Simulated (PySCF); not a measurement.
Calculation: TPSSh-D3(BJ)/def2-TZVP // PBE0-D3(BJ)/def2-SVP run with PySCF 2.14.0. All species are isolated molecules in the gas phase. 

Reference species (SMILES): `N` (neutral, multiplicity 1).

| Property | Value |
|---|---|
| HOMO–LUMO gap | 7.56 eV |
| HOMO | -6.83 eV |

Changed species: `O` (free base H2O; the reference has free base NH3).

### Question
What does the change do to the HOMO–LUMO gap and HOMO?

### Answer
the HOMO–LUMO gap increases by 0.81 eV, to 8.37 eV; the HOMO drops by 1.03 eV, to -7.86 eV.
